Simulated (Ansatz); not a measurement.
in.yaml

```yaml
crystal:
  periodic: [false, false, false]
  atoms:
    - {symbol: Al, position_ang: [0.000000, 0.000000, 1.002392]}
    - {symbol: Al, position_ang: [0.000000, 0.000000, -1.297620]}
    - {symbol: H, position_ang: [0.000000, 0.000000, 3.167392]}
    - {symbol: H, position_ang: [0.000000, 0.000000, -2.872163]}
basis:
  gaussian: {orbitals: 6-31G}
magnetization: {spin_polarized: true, initial_magnetization: 2}
correlation: {method: bccd_t, electrons: outside_noble_gas}
scf: {lower_state_search: light}
```

```sh
$ ansatz run in.yaml --threads 1 --pin off --events-out ev --progress --plain --max-ram 2393MiB
```

The program prints:

```
340 factors; integrals over basis functions are off by at most 1.3e-4 eV
mean field evaluation 1: about -13190.2888 eV, gradient 6.9e0 eV
mean field evaluation 2: about -13190.2942 eV, gradient 6.9e0 eV
mean field evaluation 4: about -13191.1783 eV, gradient 1.2e0 eV
mean field evaluation 8: about -13191.2681 eV, gradient 9.5e-2 eV
mean field evaluation 16: about -13192.1295 eV, gradient 1.9e0 eV
mean field evaluation 32: about -13191.2499 eV, gradient 3.8e-1 eV
mean field evaluation 64: about -13188.2073 eV, gradient 3.7e0 eV
mean field evaluation 96: about -13191.2686 eV, gradient 2.5e-3 eV
mean field evaluation 128: about -13177.9437 eV, gradient 7.1e0 eV
mean field evaluation 160: about -13191.2686 eV, gradient 3.9e-3 eV
...
cycle   4  -2.39455119 eV  change   -2.5e-3 eV  update   4.4e-3
cycle   5  -2.39836083 eV  change   -3.8e-3 eV  update   2.1e-3
cycle   6  -2.39997001 eV  change   -1.6e-3 eV  update   8.4e-4
cycle   7  -2.40050186 eV  change   -5.3e-4 eV  update   3.9e-4
cycle   8  -2.40061233 eV  change   -1.1e-4 eV  update   1.9e-4
cycle   9  -2.40066346 eV  change   -5.1e-5 eV  update   9.8e-5
cycle  10  -2.40070166 eV  change   -3.8e-5 eV  update   5.5e-5
cycle  11  -2.40072802 eV  change   -2.6e-5 eV  update   2.9e-5
cycle  12  -2.40073242 eV  change   -4.4e-6 eV  update   1.2e-5
cycle  13  -2.40073246 eV  change   -3.4e-8 eV  update   5.9e-6
perturbative correction -0.07410653 eV, -0.0027233646 hartree
Total energy: -13194.99309188 eV, -484.9070522391 hartree
```

Ran on 1 thread of Arm Neoverse V2, shared host: 1.5 s wall, 0.15 GiB peak host memory.
